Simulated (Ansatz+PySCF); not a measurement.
Two shapes of triplet NH₃.

Shape 1:

```xyz
4

N     0.0000    0.0000   -0.1308
H     0.0000    0.0000    0.9159
H    30.0000    0.0000   -1.3696
H    30.0000    0.0000    1.3696
```

Shape 2:

```xyz
4

N     0.0000    0.0000   -0.2879
H     0.0000    0.0000    2.0151
H    30.0000    0.0000   -0.5707
H    30.0000    0.0000    0.5707
```

Basis set: 6-31G (spherical functions). Frozen core: 1 orbital. Charge 0, multiplicity 3.

Computed with Ansatz (development build ahead of 0.2.0); each method stands on the lowest determinant of its kind that the runs found.

Question: Which shape is lower in energy, and by how much in each method?

Answer:

```csv
method,E(2) − E(1) (eV)
UHF,-0.297
UHF-MP2,-0.133
UHF-CCSD,-0.395
full CI (lowest root of this spin),-0.430
```

Shape 2 is lower. Caution for UHF, UHF-MP2, UHF-CCSD: the unrestricted determinant is a mixture of spin states. Caution for UHF-MP2, UHF-CCSD: large amplitudes, a single reference is doubtful; bonds are stretched, where a single reference can fail.
